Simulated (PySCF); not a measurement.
A geometry optimisation on `N(=O)F` (nitrosyl fluoride).

Computed with PBE0-D3(BJ)/def2-SVP geometry optimisation, gas phase (PySCF 2.14.0). Start geometry: GFN2-xTB. The command runs a driver script over a list of jobs; the input below is this job's line of settings and its coordinates in Å.

Command:
```bash
OMP_NUM_THREADS=1 python probes_run.py task.json out
```

Input:
```
{"job": {"xc": "PBE0", "basis": "def2-SVP", "d3": "d3bj", "grid": 1, "shake": 0.01, "kind": "geom"}, "charge": 0, "multiplicity": 1}
O     -0.984020    -0.310300     0.001180
N     -0.163590     0.472530    -0.013640
F      1.153630    -0.197170    -0.006720
```

Problem. Give the output.

Solution. 
```
step   0  E = -229.29604501  max force = 0.010346
step   1  E = -229.26702760  max force = 0.274634
step   2  E = -229.29185282  max force = 0.076565
step   3  E = -229.29570179  max force = 0.027600
step   4  E = -229.29631850  max force = 0.003181
step   5  E = -229.29634223  max force = 0.001834
step   6  E = -229.29635097  max force = 0.001225
step   7  E = -229.29635238  max force = 0.000431
step   8  E = -229.29635270  max force = 0.000076
optimisation converged
```

Energies in Eh; «max force» is the largest Cartesian gradient component in Eh/bohr.

Problem. At which steps does the energy rise by more than 1e-5 Eh?

Solution. At step 1 (+29.02 mEh).

Problem. How much energy does the optimisation release, in kJ/mol?

Solution. E(step 0) − E(last step) = 0.000308 Eh, which is 0.8 kJ/mol.

Main results: final energy -229.29635 Eh after 8 steps; dipole 0.98 D.

Problem. Where do the atoms end?

Solution. 0.012 Å rms from the input after alignment:
```
atom  x, y, z in Å
O1    -0.3978    0.8989   -0.2890
N2     0.4547    0.1757   -0.0853
F3    -0.0553   -1.1085    0.3556
```

Problem. Estimate the wall time. Hardware: Intel Xeon 6975P-C, one thread (shared host). And the peak memory of the process?

Solution. About 4.2 s, with 0.26 GiB resident at the peak, the Python interpreter and its libraries included.
Labels such as C1 count atoms from 1, the log's own numbers from 0.
